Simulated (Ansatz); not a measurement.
The cluster AlB2. The state is a doublet with charge 0. Geometry r2SCAN-D4/def2-TZVP; atoms count from 1.

Cartesian coordinates in Å:
```
B 0.180 -0.543 0.812
B 0.754 0.647 -0.009
Al -0.933 -0.104 -0.804
```

The structure comes from a short search, and lower isomers may exist.

**Question.** Estimate the Mulliken populations from the PBE0/def2-TZVP orbitals of Ansatz.

**Answer.** 
```tsv
atom	charge (e)	spin (α − β)
B1	-0.04	0.34
B2	-0.04	0.34
Al3	0.08	0.31
```
Mulliken values depend strongly on the basis.

**Question.** Where does the spin sit?

**Answer.** Summed by element: B 0.69, Al 0.31, of 1 unpaired in all. Largest on single atoms: B1 0.34, B2 0.34, Al3 0.31.

**Question.** And the Mayer bond orders between heavy atoms (over 0.3)?

**Answer.** B1–B2 1.75 (1.56 Å); B1–Al3 1.24 (2.01 Å); B2–Al3 1.24 (2.01 Å).
